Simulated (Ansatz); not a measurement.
Relaxed structures of CH5BO, singlet (PBE0-D4/def2-TZVP; forces vanish, vibrations not checked; lower isomers may exist, and structures with a doubtful reference or unclear bonds are left out; Å). Computed with Ansatz 0.2.0 (basis: def2-TZVPP); correlated methods freeze the cores.

Task: Rank them by CCSD(T) energy, lowest first, and give each one's height above the lowest. Links in brackets join atoms within 1.22 times the sum of their covalent radii (1.1 for two metals). (Judge from chemistry; the value comes from the calculation.)
A.
a complex of CH₃B ([BH][CH2]) + H₂O
```
8
angstrom
B 0.5956 -1.3242 0.3722
C 0.8272 -0.0845 0.9234
O -1.5881 0.8739 -1.0725
H -0.8120 0.5654 -0.5838
H -1.2352 1.3217 -1.8439
H 0.1861 0.3447 1.6888
H 1.6928 0.5170 0.6598
H 0.3944 -2.3750 -0.1124
```
B.
CH₅BO ([BH2][CH2][OH])
```
8
angstrom
B -0.5277 0.0542 -0.4864
C 0.5912 -0.0731 0.5726
O 1.0185 -1.3955 0.8196
H 1.7094 -1.3796 1.4855
H -0.9307 1.1540 -0.7354
H 0.2180 0.4224 1.4892
H 1.4218 0.5773 0.2378
H -0.9871 -0.8953 -1.0465
```
C.
CH₅BO ([CH3][BH][OH])
```
8
angstrom
B 0.7110 -0.0195 0.3488
C -0.6583 0.5001 -0.2031
O 1.1088 -1.3119 0.2694
H -1.2853 -0.2637 -0.6732
H -0.4883 1.2987 -0.9336
H -1.2347 0.9638 0.6051
H 1.4933 0.7189 0.8822
H 0.4632 -1.8793 -0.1620
```
D.
CH₅BO ([BH2][CH][OH2])
```
8
angstrom
B -0.5939 0.4363 -0.5741
C 0.6053 0.3354 0.1879
O 1.0654 -1.1687 0.3915
H -1.1266 -0.5998 -0.9310
H -1.0751 1.4910 -0.8668
H 0.7921 -1.4438 1.2780
H 1.4065 0.9145 0.6171
H 0.4535 -1.5972 -0.2367
```

Result: Computed: C (0.00 kcal/mol), B (59.99 kcal/mol), A (78.39 kcal/mol), D (104.49 kcal/mol). Heights count from the lowest.

T1 diagnostic: at most 0.015.

For scale, one of the runs: CCSD(T)/def2-TZVPP, 163 basis functions, launched by `ansatz run in.yaml --threads 2 --pin off --events-out ev --progress --plain --max-ram 4352MiB`. Hardware: 2 CPU threads of an Intel Xeon 6975P-C, shared host. Wall time 9.5 s; peak host memory 1.4 GiB.
